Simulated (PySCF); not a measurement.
**A basis-limit estimate, worked out**

An elementary step of CH8BN, singlet (CH₅B ([BH2][CH3]) + NH₃ → BNH₄ ([BH2][NH2]) + CH₄; B–C, H–N broken or loosened, B–N, C–H formed or tightened). “Start” and “end” are the PBE0-D4/def2-TZVP structures reached by relaxing down either side of its saddle point, with the molecules still in contact.

PySCF 2.14 with density fitting (its default auxiliary sets; JK sets also for MP2 and CCSD(T)); basis: def2-TZVPP and def2-QZVPP; cores frozen in the correlated methods.

Energies in eV:

| quantity | end | start |
| --- | --- | --- |
| Hartree–Fock, triple zeta (X = 3) | -3312.80271 | -3311.98196 |
| Hartree–Fock, quadruple zeta (X = 4) | -3312.98178 | -3312.15084 |
| MP2 correlation, X = 3 | -14.27662 | -14.71657 |
| MP2 correlation, X = 4 | -15.14933 | -15.59483 |
| CCSD(T) correlation, X = 3 | -16.01837 | -16.42373 |

(1) Work out the step energy at the basis limit: extrapolate Hartree–Fock as E(X) = E∞ + A exp(−7.88 √X) and the MP2 correlation as E(X) = E∞ + B X^−2.97 (the exponents that Neese and Valeev fitted for def2-TZVPP and QZVPP), then add CCSD(T) − MP2 in triple zeta.

T1 diagnostic: at most 0.012.

Answers

(1) Each step is linear, so take the differences first (end − start): Hartree–Fock -0.82075 (X = 3) and -0.83094 (X = 4); MP2 correlation 0.43995 and 0.44550; CCSD(T) correlation 0.40536.
Two points give E∞ = E(4) + w [E(4) − E(3)], with w = 1/(exp(7.88 (2 − √3)) − 1) = 0.1377 for Hartree–Fock and w = 1/((4/3)^2.97 − 1) = 0.7407 for the correlation.
Hartree–Fock: -0.83094 + 0.1377 × (-0.01019) = -0.8323 eV.
MP2 correlation: 0.44550 + 0.7407 × 0.00555 = 0.4496 eV.
CCSD(T) − MP2: 0.40536 − 0.43995 = -0.0346 eV.
Sum: -0.8323 + 0.4496 + (-0.0346) = -0.4173 eV, or -9.62 kcal/mol. Plain CCSD(T) in triple zeta gives -0.4154 eV, so the larger basis shifts the result by -0.0019 eV.

The step is the kind of exchange with an N–H group that builds nitride films in atomic layer and chemical vapour deposition.

Labels in which every atom is bracketed show which atoms are joined, not bond orders.

For scale, one of the runs: CCSD(T)/def2-TZVPP, 205 basis functions, launched by `OMP_NUM_THREADS=4 python run.py`. Hardware: 4 CPU threads of an Intel Xeon, shared host. Wall time 7.3 min; peak host memory 2.5 GiB.
